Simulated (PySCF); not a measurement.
Molecule: SMILES CC(C)(C)C=S, C$_{5}$H$_{10}$S.

Structure with atom numbers: `[CH3:1][C:2]([CH3:3])([CH3:4])[CH:5]=[S:6]`. Hydrogens are named by the atom that carries them.

Geometry PBE0-D3(BJ)/def2-SVP throughout; GIAO in PySCF, gas phase, one conformer, non-relativistic; equivalent atoms averaged; basis pcSseg-1.

Problem. How do the absolute shieldings σ depend on the functional? (ppm; last column core-seconds on shared hosts with different chips, so compare them loosely; the GGAs took longer than the global hybrids here, which isn't the general rule, and the cause wasn't traced)

Solution. 
| functional | kind | C5 | C2 | C1/C3/C4 | S6 | H(C5) | H(C1)/H(C3)/H(C4) | core-s |
| --- | --- | --- | --- | --- | --- | --- | --- | --- |
| HF | Hartree–Fock | -94.9 | 149.0 | 164.5 | -357.8 | 20.64 | 30.58 | 8.1 |
| LDA | LDA | -101.6 | 122.8 | 150.9 | -611.8 | 19.26 | 29.66 | 22 |
| PBE | GGA | -89.9 | 124.5 | 150.8 | -520.7 | 19.73 | 30.03 | 28 |
| BLYP | GGA | -96.9 | 119.0 | 145.5 | -546.1 | 19.91 | 30.19 | 28 |
| BP86 | GGA | -90.4 | 123.7 | 150.4 | -515.9 | 19.81 | 30.08 | 28 |
| OPBE | GGA | -71.2 | 133.2 | 157.7 | -440.4 | 19.84 | 30.06 | 30 |
| KT2 | GGA | -70.2 | 129.3 | 155.1 | -381.1 | 19.95 | 30.02 | 39 |
| KT3 | GGA | -67.0 | 130.1 | 154.7 | -376.0 | 20.14 | 30.17 | 39 |
| B97-D | GGA | -81.5 | 125.1 | 150.3 | -471.6 | 20.06 | 30.21 | 39 |
| B3LYP | global hybrid | -98.6 | 125.8 | 150.2 | -533.8 | 20.08 | 30.23 | 27 |
| PBE0 | global hybrid | -91.9 | 132.5 | 156.0 | -503.0 | 19.97 | 30.12 | 27 |
| mPW1PW91 | global hybrid | -92.9 | 131.6 | 155.2 | -505.3 | 20.04 | 30.17 | 27 |
| WP04 | global hybrid | -101.3 | 116.8 | 144.0 | -532.4 | 20.65 | 30.41 | 17 |
| B97-2 | global hybrid | -85.2 | 132.3 | 155.5 | -467.7 | 20.14 | 30.22 | 16 |
| BHandHLYP | global hybrid | -99.4 | 134.8 | 155.9 | -491.2 | 20.31 | 30.31 | 16 |
| CAM-B3LYP | range-separated hybrid | -103.4 | 131.1 | 153.7 | -577.7 | 20.13 | 30.18 | 22 |
| wB97X-D | range-separated hybrid | -97.0 | 133.4 | 155.9 | -530.7 | 20.16 | 30.22 | 22 |
| LC-wPBE | range-separated hybrid | -101.3 | 139.8 | 160.9 | -607.6 | 20.21 | 30.18 | 30 |

Problem. Which nucleus moves most, in ppm?

Solution. S6 (thione sulfur): from -611.8 ppm with LDA to -357.8 ppm with HF. The smallest spread is 0.91 ppm, at H(C1)/H(C3)/H(C4). Proton shifts span only some 12 ppm, so a few tenths of a ppm matter as much there as several ppm in carbon.
